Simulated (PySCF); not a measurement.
## SiH₃⁺, triplet: the ladder up to RCCSDT

Geometry: a point of a breathe scan, not a stationary point.

```csv
atom,x (Å),y (Å),z (Å)
Si,0.0000,0.0765,-0.0890
H,0.0000,-1.3860,-0.9313
H,0.4969,-0.3730,1.7059
H,-0.4969,-0.3730,1.7059
```

Basis cc-pVDZ; PySCF 2.14.0. Only valence electrons are correlated (noble-gas cores frozen), which leaves 6 electrons in 28 orbitals. R marks a restricted (for open shells ROHF) determinant, U an unrestricted one.

Full CI isn't at hand for all of this; RCCSDT serves as the reference. It lacks quadruple excitations. The frozen core follows each run's orbitals, which can shift R against U totals by a few meV.

- UHF ⟨S²⟩: 2.021
- T1 diagnostic (ROHF- or RHF-based CCSD): 0.0347
- largest doubles amplitude (ROHF- or RHF-based CCSD): 0.080
- T1 diagnostic (UCCSD): 0.0217

| level | E − E(RCCSDT) (kJ/mol) | share of correlation (%) | wall time |
| --- | --- | --- | --- |
| RHF | 293.4 | 0.00 | – |
| UHF | 283.5 | 3.38 | – |
| RMP2 | 81.4 | 72.25 | – |
| UMP2 | 80.1 | 72.68 | – |
| RCCSD | 9.2 | 96.87 | – |
| UCCSD | 8.7 | 97.04 | – |
| RCCSD(T) | 2.4 | 99.18 | 1.1 s |
| UCCSD(T) | 2.3 | 99.21 | 0.94 s |
| UCCSDT | -0.1 | 100.02 | 12 s |

The correlation energy at RCCSDT, counted from RHF, is -3.041 eV. That run took 13 s on 1 thread of Arm Neoverse V1, shared host.

Times are those of the correlated step on a shared host, with one SCF added for the restricted CCSD run; they ran on 1 thread of Arm Neoverse V1.
